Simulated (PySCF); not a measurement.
# Ways to converge the SCF of SO (triplet)

Do solver options change the result for SO (triplet), or only the number of cycles?

The runs use PySCF 2.14.0; each script names its method and basis.

## Step 1: Where the work starts

SO (triplet): 2 atoms, charge 0, spin multiplicity 3.

Bond lengths: S1–O2 1.427 Å.

## Step 2: The run that the others are compared with

input.py

```python
from pyscf import gto, dft

mol = gto.M(
    atom='S 0 0 0; O 0 0 1.427',
    basis='3-21g',
    charge=0,
    spin=2,
    verbose=4,
)
mf = dft.UKS(mol, xc='m06l')
mf.kernel()
mf.dip_moment()
print('orbital energies (hartree):', [e[max(0, n-3):n+3].round(4) for e, n in zip(mf.mo_energy, mol.nelec)])
```

Launch:

```
> OMP_NUM_THREADS=1 python input.py
```

The log of this run is left out.

Base result: E(SCF) = -470.909169 Eh, 9 cycles, ⟨S²⟩ = 2.003, μ = 1.13 D.

The bond length is a typed value, not an optimised one. The triplet is typed in the script; nothing here shows that it is the ground state.

## Step 3: Damping 0.5

Edit 1 changes damping: none → 0.5.

input.py

```python
from pyscf import gto, dft

mol = gto.M(
    atom='S 0 0 0; O 0 0 1.427',
    basis='3-21g',
    charge=0,
    spin=2,
    verbose=4,
)
mf = dft.UKS(mol, xc='m06l')
mf.damp = 0.5
mf.diis_start_cycle = 8
mf.kernel()
mf.dip_moment()
print('orbital energies (hartree):', [e[max(0, n-3):n+3].round(4) for e, n in zip(mf.mo_energy, mol.nelec)])
```

Launch:

```
> OMP_NUM_THREADS=1 python input.py
```

## Step 4: Level shift 0.1 hartree

Edit 2 changes level shift: none → 0.1 hartree.

input.py, as its differences from that of step 2:

```diff
@@ -10,2 +10,3 @@
 mf = dft.UKS(mol, xc='m06l')
+mf.level_shift = 0.1
 mf.kernel()
```

## Step 5: Initial guess 1e

Edit 3 changes initial guess: minao → 1e.

input.py, as its differences from that of step 2:

```diff
@@ -10,2 +10,3 @@
 mf = dft.UKS(mol, xc='m06l')
+mf.init_guess = '1e'
 mf.kernel()
```

**Question.** What will these runs give? Wanted: for each run, E(SCF); from base; gap, α spin; SCF dipole.

The runs gave:

| run | E(SCF) (hartree) | from base (eV) | cycles | gap, α spin (eV) | SCF dipole (D) |
| --- | --- | --- | --- | --- | --- |
| base | -470.909169 | 0 | 9 | 6.87 | 1.13 |
| damping 0.5 | -470.909169 | 0.0000 | 17 | 6.87 | 1.13 |
| level shift 0.1 hartree | -470.909169 | 0.0000 | 10 | 6.87 | 1.13 |
| initial guess 1e | -470.909169 | 0.0000 | 11 | 6.87 | 1.13 |

Distance from each run's final energy (log10 hartree) by cycle:

| run | cycle 1 | cycle 2 | cycle 3 | cycle 5 | cycle 8 | cycle 12 |
| --- | --- | --- | --- | --- | --- | --- |
| base | -0.9 | -0.2 | -3.1 | -5.0 | -9.5 | done |
| damping 0.5 | -0.9 | -1.0 | -1.1 | -1.2 | -0.4 | -4.7 |
| level shift 0.1 hartree | -1.0 | -0.5 | -1.8 | -5.2 | -8.4 | done |
| initial guess 1e | 0.7 | 0.7 | -0.3 | -3.1 | -6.3 | done |

The SCF energy stays the same, to the digits that matter, with damping 0.5 or level shift 0.1 hartree or initial guess 1e. The base needs 9 cycles and the run with damping 0.5 needs 17.
